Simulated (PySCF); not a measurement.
# BP⁻: spin, charge, geometry and surroundings

Aim: change spin, charge, geometry, field or solvent of BP⁻, one at a time, and compare with the base run.

Program: PySCF 2.14.0. Level of theory: each script names its method and basis. These are calculated values, not measurements.

7 further runs of the same task are left out: 7 that didn't finish.

### 1 The starting structure

BP⁻: 2 atoms, charge -1, spin multiplicity 2.

Bond lengths: B1–P2 1.782 Å.

### 2 The run that the others are compared with

input.py

```python
from pyscf import gto, scf, cc

mol = gto.M(
    atom='B 0 0 0; P 0 0 1.782',
    basis='crenbl',
    ecp={'B': 'crenbl', 'P': 'crenbl'},
    charge=-1,
    spin=1,
    symmetry=True,
    verbose=4,
)
mf = scf.UHF(mol)
mf = mf.newton()
mf.kernel()
mycc = cc.CCSD(mf)
mycc.kernel()
e = mycc.ipccsd(nroots=8)[0]
print('roots (eV) =', (e*27.211386).round(3))
mf.dip_moment()
print('orbital energies (hartree):', [e[max(0, n-3):n+3].round(4) for e, n in zip(mf.mo_energy, mol.nelec)])
```

Started as:

```sh
$ OMP_NUM_THREADS=1 python input.py
```

Its log is not repeated here.

Base result: E(SCF) = -8.964579 Eh, 5 macro-iterations, E(CCSD) − E(SCF) = -0.12019 Eh, ⟨S²⟩ = 1.517, ionisation roots 2.132, 2.132, 2.339, 2.339, 2.603 eV.

⟨S²⟩ = 1.52 against 0.75 for a pure state: the determinant is spin-contaminated. The bond length is a typed value, not an optimised one. The dipole of an ion depends on the origin.

### 3 Bond 1.729 Å

Variant 1 changes bond length: 1.782 Å → 1.729 Å.

input.py

```python
from pyscf import gto, scf, cc

mol = gto.M(
    atom='B 0 0 0; P 0 0 1.729',
    basis='crenbl',
    ecp={'B': 'crenbl', 'P': 'crenbl'},
    charge=-1,
    spin=1,
    symmetry=True,
    verbose=4,
)
mf = scf.UHF(mol)
mf = mf.newton()
mf.kernel()
mycc = cc.CCSD(mf)
mycc.kernel()
e = mycc.ipccsd(nroots=8)[0]
print('roots (eV) =', (e*27.211386).round(3))
mf.dip_moment()
print('orbital energies (hartree):', [e[max(0, n-3):n+3].round(4) for e, n in zip(mf.mo_energy, mol.nelec)])
```

Started as:

```sh
$ OMP_NUM_THREADS=1 python input.py
```

### 4 PCM, ε = 20.5

Variant 2 changes solvent: none (gas phase) → PCM, ε = 20.5; step after the SCF: eomip → analyze.

Changes to input.py since step 2:

```diff
@@ -1,2 +1,2 @@
-from pyscf import gto, scf, cc
+from pyscf import gto, scf, solvent
 
@@ -12,8 +12,7 @@
 mf = scf.UHF(mol)
+mf = solvent.PCM(mf)
+mf.with_solvent.eps = 20.5
 mf = mf.newton()
 mf.kernel()
-mycc = cc.CCSD(mf)
-mycc.kernel()
-e = mycc.ipccsd(nroots=8)[0]
-print('roots (eV) =', (e*27.211386).round(3))
+mf.mulliken_pop()
 mf.dip_moment()
```

### 5 Lengths in bohr

Variant 3 changes length unit: angstrom → bohr; bond length: 1.782 Å → 1.782 bohr.

Changes to input.py since step 2:

```diff
@@ -8,2 +8,3 @@
     spin=1,
+    unit='bohr',
     symmetry=True,
```

### 6 Electric field 0.01 a.u.

Variant 4 changes electric field: none → 0.01 a.u.; point-group symmetry: on → off.

Changes to input.py since step 2:

```diff
@@ -8,3 +8,2 @@
     spin=1,
-    symmetry=True,
     verbose=4,
@@ -12,2 +11,7 @@
 mf = scf.UHF(mol)
+field = 0.01  # electric field along z, atomic units
+h = mf.get_hcore() + field*mol.intor('int1e_r')[2]
+mf.get_hcore = lambda *args: h
+e_nuc = mol.energy_nuc() - field*mol.atom_charges() @ mol.atom_coords()[:, 2]
+mf.energy_nuc = lambda *args: e_nuc
 mf = mf.newton()
```

### 7 Electric field 0.05 a.u.

Variant 5 changes electric field: none → 0.05 a.u.; point-group symmetry: on → off.

Changes to input.py since step 2:

```diff
@@ -8,3 +8,2 @@
     spin=1,
-    symmetry=True,
     verbose=4,
@@ -12,2 +11,7 @@
 mf = scf.UHF(mol)
+field = 0.05  # electric field along z, atomic units
+h = mf.get_hcore() + field*mol.intor('int1e_r')[2]
+mf.get_hcore = lambda *args: h
+e_nuc = mol.energy_nuc() - field*mol.atom_charges() @ mol.atom_coords()[:, 2]
+mf.energy_nuc = lambda *args: e_nuc
 mf = mf.newton()
```

### 8 Sextet

Variant 6 changes spin (2S): 1 → 5.

Changes to input.py since step 2:

```diff
@@ -7,3 +7,3 @@
     charge=-1,
-    spin=1,
+    spin=5,
     symmetry=True,
```

**Question.** What will these runs give? Wanted: for each run, E(SCF); from base; gap, α spin; after the SCF.

**Answer**, as computed:

| run | E(SCF) (hartree) | from base (eV) | cycles | gap, α spin (eV) | after the SCF |
| --- | --- | --- | --- | --- | --- |
| base | -8.964579 | 0 | 5 macro | 10.76 | CCSD correlation -3.271 eV, first root 2.13 eV |
| bond 1.729 Å | -8.964940 | -0.0098 | 5 macro | 11.01 | CCSD correlation -3.278 eV, first root 2.20 eV |
| PCM, ε = 20.5 | -9.055823 | -2.4829 | 7 macro | 10.73 | n/a |
| lengths in bohr (poor choice) | -7.609046 | not comparable | 4 macro | 10.78 | CCSD correlation -3.468 eV, first root -0.35 eV |
| electric field 0.01 a.u. | -8.948920 | not comparable | 5 macro | 11.00 | CCSD correlation -3.313 eV, first root 1.71 eV |
| electric field 0.05 a.u. | -8.957878 | not comparable | 4 macro | 11.36 | CCSD correlation -3.782 eV, first root 0.58 eV |
| sextet | -8.833959 | +3.5543 | 4 macro | 9.44 | CCSD correlation -1.638 eV, first root -0.65 eV |

The largest comparable shift of the SCF energy, +3.554 eV, comes with the run “sextet”. A continuum solvent with ε = 20.5 lowers the energy by 2.483 eV, a large gain because the system is charged. The sextet solution found lies 3.55 eV above the base doublet at this geometry and level. Rows marked «poor choice» come from settings spoiled on purpose.
